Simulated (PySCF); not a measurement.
PySCF input (HF/def2-TZVPD):

```python
from pyscf import gto, scf, dft

mol = gto.M(
    atom='''
    C     0.01220741   -0.07367186   -1.09843497
    Cl   -0.00676974    0.02757824    0.64005061
    H    -0.00895604    1.00453448   -1.40635815
    H     0.96129142   -0.49472735   -1.43294956
    H    -0.91049423   -0.53660614   -1.45094277
    ''',
    basis='def2-tzvpd',
    charge=1,
    spin=1,
    verbose=4,
)

mf = scf.UHF(mol).density_fit(auxbasis='def2-universal-jkfit')
mf.conv_tol = 1e-9
mf.max_cycle = 100
mf.max_memory = 1500
mf.kernel()
if not mf.converged:
    mf = mf.newton()
    mf.kernel(mf.make_rdm1())
for _ in range(2):
    mo, _, stable, _ = mf.stability(return_status=True)
    if stable:
        break
    mf.kernel(mf.make_rdm1(mo, mf.mo_occ))
mf.analyze()
```

Output:

```
PySCF version 2.14.0

[INPUT] verbose = 4
[INPUT] num. atoms = 5
[INPUT] num. electrons = 25
[INPUT] charge = 1
[INPUT] spin (= nelec alpha-beta = 2S) = 1
[INPUT] symmetry False subgroup None
[INPUT] Mole.unit = angstrom
[INPUT] Symbol           X                Y                Z      unit          X                Y                Z       unit  Magmom
[INPUT]  1 C      0.012207410000  -0.073671860000  -1.098434970000 AA    0.023068661590  -0.139219638487  -2.075741258945 Bohr   0.0
[INPUT]  2 Cl    -0.006769740000   0.027578240000   0.640050610000 AA   -0.012792954535   0.052115320598   1.209520358761 Bohr   0.0
[INPUT]  3 H     -0.008956040000   1.004534480000  -1.406358150000 AA   -0.016924462761   1.898295049882  -2.657631736550 Bohr   0.0
[INPUT]  4 H      0.961291420000  -0.494727350000  -1.432949560000 AA    1.816577509694  -0.934899197832  -2.707882218716 Bohr   0.0
[INPUT]  5 H     -0.910494230000  -0.536606140000  -1.450942770000 AA   -1.720584732697  -1.014038641360  -2.741884457718 Bohr   0.0

nuclear repulsion = 52.1547914607261
number of shells = 44
number of NR pGTOs = 157
number of NR cGTOs = 110
basis = def2-tzvpd
ecp = {}

******** <class 'pyscf.df.df_jk.DFUHF'> ********
method = DFUHF
initial guess = minao
damping factor = 0
level_shift factor = 0
DIIS = <class 'pyscf.scf.diis.CDIIS'>
diis_start_cycle = 1
diis_space = 8
diis_damp = 0
SCF conv_tol = 1e-09
SCF conv_tol_grad = None
SCF max_cycles = 100
direct_scf = False
number electrons alpha = 13  beta = 12
Set gradient conv threshold to 3.16228e-05
******** <class 'pyscf.df.df.DF'> ********
auxbasis = def2-universal-jkfit
init E= -499.190864175659
  alpha nocc = 13  HOMO = -0.352789389746922  LUMO = 0.0478537759355137
  beta  nocc = 12  HOMO = -0.375041763484319  LUMO = -0.352789389746922

WARN: HOMO -0.352789389746922 >= LUMO -0.352789389746922

cycle= 1 E= -498.637126407192  delta_E= 0.554  |g|= 0.362  |ddm|=    1
  alpha nocc = 13  HOMO = -0.779692906269318  LUMO = -0.155079380332129
  beta  nocc = 12  HOMO = -0.762981033302246  LUMO = -0.445320105185033
  HOMO = -0.762981033302  LUMO = -0.445320105185  gap/eV = 8.64399
cycle= 2 E= -498.721269864589  delta_E= -0.0841  |g|= 0.229  |ddm|= 0.439
  alpha nocc = 13  HOMO = -0.772213521305623  LUMO = -0.112082911482753
  beta  nocc = 12  HOMO = -0.753347914409229  LUMO = -0.387042215341136
  HOMO = -0.753347914409  LUMO = -0.387042215341  gap/eV = 9.96769
cycle= 3 E= -498.748140563173  delta_E= -0.0269  |g|= 0.0585  |ddm|= 0.181
  alpha nocc = 13  HOMO = -0.762862671296634  LUMO = -0.104538890290447
  beta  nocc = 12  HOMO = -0.743707573704505  LUMO = -0.344224570961046
  HOMO = -0.743707573705  LUMO = -0.344224570961  gap/eV = 10.87049
cycle= 4 E= -498.75624007127  delta_E= -0.0081  |g|= 0.0391  |ddm|= 0.141
  alpha nocc = 13  HOMO = -0.770213254280794  LUMO = -0.103495041094931
[...]
  beta  nocc = 12  HOMO = -0.75347651466474  LUMO = -0.321666961717153
  HOMO = -0.753476514665  LUMO = -0.321666961717  gap/eV = 11.75014
Extra cycle  E= -498.762374042186  delta_E= -2.17e-11  |g|= 2.52e-06  |ddm|= 5.72e-06
converged SCF energy = -498.762374042186  <S^2> = 0.76305059  2S+1 = 2.0130083
uhf_internal: lowest eigs of H = [0.01024853 0.23322612 0.41652522]
<class 'pyscf.df.df_jk.DFUHF'> wavefunction is stable in the internal stability analysis
**** SCF Summaries ****
Total Energy =                        -498.762374042185570
Nuclear Repulsion Energy =              52.154791460726095
One-electron Energy =                 -782.972195580774496
Two-electron Energy =                  232.055030077862824
Two-electron Coulomb Energy =          265.576315192271863
DFT Exchange-Correlation Energy =      -33.521285114409039
HOMO-LUMO gap [eV] =                    11.750136432380435
**** MO energy ****
                             alpha | beta                alpha | beta
MO #1   energy= -105.232166271009  | -105.219067703274  occ= 1 | 1
MO #2   energy= -11.5523587363653  | -11.5527154927804  occ= 1 | 1
MO #3   energy= -10.9546053374065  | -10.9424187021127  occ= 1 | 1
MO #4   energy= -8.44011483197035  | -8.40972596209576  occ= 1 | 1
MO #5   energy= -8.41697158925037  | -8.40862985985833  occ= 1 | 1
MO #6   energy= -8.41534125401335  | -8.38804516043116  occ= 1 | 1
MO #7   energy= -1.5146810952724   | -1.42762645290376  occ= 1 | 1
MO #8   energy= -1.19969359854116  | -1.16469756033104  occ= 1 | 1
MO #9   energy= -0.935033699567949 | -0.89751452224105  occ= 1 | 1
MO #10  energy= -0.905106283693506 | -0.857340397957449 occ= 1 | 1
MO #11  energy= -0.872416307674964 | -0.833510281192546 occ= 1 | 1
MO #12  energy= -0.797524237743025 | -0.75347651466474  occ= 1 | 1
MO #13  energy= -0.771360121955021 | -0.321666961717153 occ= 1 | 0
MO #14  energy= -0.108116240008208 | -0.102752240373337 occ= 0 | 0
MO #15  energy= -0.0967528181745217 | -0.0912711720406947 occ= 0 | 0
MO #16  energy= -0.0688390396750442 | -0.0638308919956548 occ= 0 | 0
MO #17  energy= -0.0641822248809643 | -0.0631224979013381 occ= 0 | 0
MO #18  energy= -0.0324962643177971 | -0.0299884615701786 occ= 0 | 0
MO #19  energy= -0.0213993300812518 | -0.0112003239566437 occ= 0 | 0
MO #20  energy= -0.0101580156877952 | -0.00375585558419988 occ= 0 | 0
MO #21  energy= -0.00862408864893672 | -0.00239945564196135 occ= 0 | 0
MO #22  energy= 0.0243253337887254 | 0.0260886645460194 occ= 0 | 0
MO #23  energy= 0.0303309980259736 | 0.035948825122252  occ= 0 | 0
MO #24  energy= 0.0670832205353393 | 0.0776733903070203 occ= 0 | 0
MO #25  energy= 0.0757175640939941 | 0.0881621427383366 occ= 0 | 0
MO #26  energy= 0.087446291007467  | 0.091052277112525  occ= 0 | 0
MO #27  energy= 0.105878893668914  | 0.122457200289243  occ= 0 | 0
MO #28  energy= 0.108622381086533  | 0.123980713149299  occ= 0 | 0
MO #29  energy= 0.14352765690743   | 0.146465158746772  occ= 0 | 0
MO #30  energy= 0.150670884255962  | 0.1539566831274    occ= 0 | 0
MO #31  energy= 0.157375032478561  | 0.161944079795546  occ= 0 | 0
MO #32  energy= 0.160934668837139  | 0.163371383024911  occ= 0 | 0
MO #33  energy= 0.191303024024775  | 0.191585047341933  occ= 0 | 0
MO #34  energy= 0.199410995803051  | 0.212839396545778  occ= 0 | 0
MO #35  energy= 0.211982648889438  | 0.215873924297619  occ= 0 | 0
MO #36  energy= 0.221545043888229  | 0.222884154009972  occ= 0 | 0
MO #37  energy= 0.251265532081156  | 0.253562457383365  occ= 0 | 0
MO #38  energy= 0.255667021316127  | 0.257768847748691  occ= 0 | 0
MO #39  energy= 0.257481933328123  | 0.270197746553788  occ= 0 | 0
MO #40  energy= 0.292993917408869  | 0.293602976787834  occ= 0 | 0
MO #41  energy= 0.298291312946083  | 0.307149258777085  occ= 0 | 0
MO #42  energy= 0.325042632571535  | 0.328485162075451  occ= 0 | 0
MO #43  energy= 0.372457640756012  | 0.386570595774851  occ= 0 | 0
MO #44  energy= 0.385997485595611  | 0.389449032120128  occ= 0 | 0
MO #45  energy= 0.458964501071247  | 0.473112647929355  occ= 0 | 0
MO #46  energy= 0.474533153010666  | 0.504644585106512  occ= 0 | 0
MO #47  energy= 0.474665466840351  | 0.511338466641486  occ= 0 | 0
MO #48  energy= 0.49260798896398   | 0.540583766380513  occ= 0 | 0
MO #49  energy= 0.515261240180566  | 0.547653323151577  occ= 0 | 0
MO #50  energy= 0.574473955065613  | 0.583319919973505  occ= 0 | 0
MO #51  energy= 0.610980101356411  | 0.625168712188133  occ= 0 | 0
MO #52  energy= 0.638842229856064  | 0.642952858677221  occ= 0 | 0
MO #53  energy= 0.648266604898155  | 0.649441528552768  occ= 0 | 0
MO #54  energy= 0.648555059838373  | 0.672393382089756  occ= 0 | 0
MO #55  energy= 0.696256842859519  | 0.699339034319809  occ= 0 | 0
MO #56  energy= 0.726274210055795  | 0.742104299399283  occ= 0 | 0
MO #57  energy= 0.862452693841384  | 0.864525821596721  occ= 0 | 0
MO #58  energy= 0.86490405072607   | 0.886023669475796  occ= 0 | 0
MO #59  energy= 0.988346341611294  | 0.990434163743165  occ= 0 | 0
MO #60  energy= 0.996646281007998  | 1.00438214261102   occ= 0 | 0
MO #61  energy= 1.07863751016137   | 1.08481570938551   occ= 0 | 0
MO #62  energy= 1.25130846783769   | 1.269321854661     occ= 0 | 0
MO #63  energy= 1.59622447556294   | 1.60195941057454   occ= 0 | 0
MO #64  energy= 1.687285481531     | 1.69547212716883   occ= 0 | 0
MO #65  energy= 1.7229326163748    | 1.72405461971401   occ= 0 | 0
MO #66  energy= 1.72773871329369   | 1.73505201528769   occ= 0 | 0
MO #67  energy= 1.79083879066888   | 1.79898778745316   occ= 0 | 0
MO #68  energy= 1.81550171016209   | 1.81847875665909   occ= 0 | 0
MO #69  energy= 1.82453176574511   | 1.83908188724598   occ= 0 | 0
MO #70  energy= 1.89116896867335   | 1.91076385943351   occ= 0 | 0
MO #71  energy= 1.92624256102419   | 1.9522779477708    occ= 0 | 0
MO #72  energy= 1.93727087231654   | 1.95713977203144   occ= 0 | 0
MO #73  energy= 1.96716098320291   | 1.99314788087438   occ= 0 | 0
MO #74  energy= 1.99154183543458   | 1.99587722997058   occ= 0 | 0
MO #75  energy= 2.03101786754369   | 2.05090203098134   occ= 0 | 0
MO #76  energy= 2.03614549757123   | 2.07232447274377   occ= 0 | 0
MO #77  energy= 2.04202492052826   | 2.08449070754082   occ= 0 | 0
MO #78  energy= 2.05168131044854   | 2.08909724669774   occ= 0 | 0
MO #79  energy= 2.12770159977356   | 2.13783033898324   occ= 0 | 0
MO #80  energy= 2.26557332133481   | 2.28523340933744   occ= 0 | 0
MO #81  energy= 2.33657578304221   | 2.34219042271242   occ= 0 | 0
MO #82  energy= 2.36156416331717   | 2.36995521641392   occ= 0 | 0
MO #83  energy= 2.3849602499443    | 2.40048520993514   occ= 0 | 0
MO #84  energy= 2.39673020314381   | 2.4445591172217    occ= 0 | 0
MO #85  energy= 2.45186670207608   | 2.45998347433518   occ= 0 | 0
MO #86  energy= 2.45563349022671   | 2.46528094406494   occ= 0 | 0
MO #87  energy= 2.50211283714303   | 2.50487814719641   occ= 0 | 0
MO #88  energy= 2.65956177170022   | 2.6666092622465    occ= 0 | 0
MO #89  energy= 2.68916019039833   | 2.69077270527895   occ= 0 | 0
MO #90  energy= 2.81444093651142   | 2.82010284012612   occ= 0 | 0
MO #91  energy= 2.8362301667006    | 2.83968193246531   occ= 0 | 0
MO #92  energy= 2.93575839321118   | 2.95147035716111   occ= 0 | 0
MO #93  energy= 3.1761864137654    | 3.17894332819099   occ= 0 | 0
MO #94  energy= 3.20182917947944   | 3.20160219957946   occ= 0 | 0
MO #95  energy= 3.21894221398755   | 3.22108226910696   occ= 0 | 0
MO #96  energy= 3.41576016635149   | 3.41708384432397   occ= 0 | 0
MO #97  energy= 3.44807410693112   | 3.45266298809123   occ= 0 | 0
MO #98  energy= 3.51156538531324   | 3.51122027647209   occ= 0 | 0
MO #99  energy= 3.70633190929596   | 3.70711638023959   occ= 0 | 0
MO #100 energy= 3.72351628959801   | 3.72348994554094   occ= 0 | 0
MO #101 energy= 3.75214165387463   | 3.75687736404545   occ= 0 | 0
MO #102 energy= 4.23097651464924   | 4.23455319512332   occ= 0 | 0
MO #103 energy= 4.31666019709404   | 4.31785102830065   occ= 0 | 0
MO #104 energy= 4.3750391378002    | 4.37943648228693   occ= 0 | 0
[...]
```
